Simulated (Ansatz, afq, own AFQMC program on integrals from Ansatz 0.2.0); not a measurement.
# Where AFQMC and coupled cluster stand for Se⁺, quartet

A free Se cation.

Basis aug-cc-pVTZ. Only valence electrons are correlated. Ansatz 0.2.0 and our own AFQMC program on the same integrals; the CISD trial comes from CCSD amplitudes, and released means the phaseless constraint is let go. Error bars are statistical, one sigma. No spin–orbit coupling.

Determinant: UHF, the one that the program's search chose, which needn't be the lowest solution.

Full CI on the same integrals is exact in this basis and with this determinant's frozen core.

Cautions: no relativity below Rb; no spin-orbit coupling; inner d shell frozen.

- T1 diagnostic: 0.0022
- weight of the determinant in the CISD state: 0.953
- ⟨S²⟩ of the determinant: 3.751
- size of the correlated space: 5 electrons in 45 orbitals

```json
{"level": "MP2", "correlation energy (eV)": "-2.0668"}
{"level": "CCSD", "correlation energy (eV)": "-2.4693"}
{"level": "CCSD(T)", "correlation energy (eV)": "-2.5415"}
```

Task: Estimate where AFQMC with the constraint released lies against CCSD(T) on the same integrals.

Result: 0.64 ± 0.02 mEh below CCSD(T).

Reference: full CI, correlation energy -2.558 eV. The released energy is read at 2.40 1/Eh (meV from the phaseless value at times in 1/Eh: -1.0 ± 0.5 at 0.24, -1.5 ± 0.6 at 0.51, -1.7 ± 0.5 at 0.99, -1.4 ± 0.5 at 1.62, -1.7 ± 0.5 at 2.40).

```csv
level,E − E(reference) (mEh),share of correlation (%)
CCSD(T),0.61,99.35
CCSDT,0.07,99.92
CCSDT(Q),0.01,99.99
ph-AFQMC/CISD,0.03 ± 0.03,99.97
released AFQMC,-0.03 ± 0.02,100.03
```

CCSDT and higher add their correlation energy to the determinant of the CCSD(T) run, since their own runs factorise the integrals more tightly (a shift of under 2 meV). A walk keeps the symmetry of its determinant, which the program's search chose and which needn't be the lowest solution, so a lower state of the same spin and another symmetry isn't excluded. Released energies are given only where the last usable release times agree within the noise; a slower fall can still hide under it.
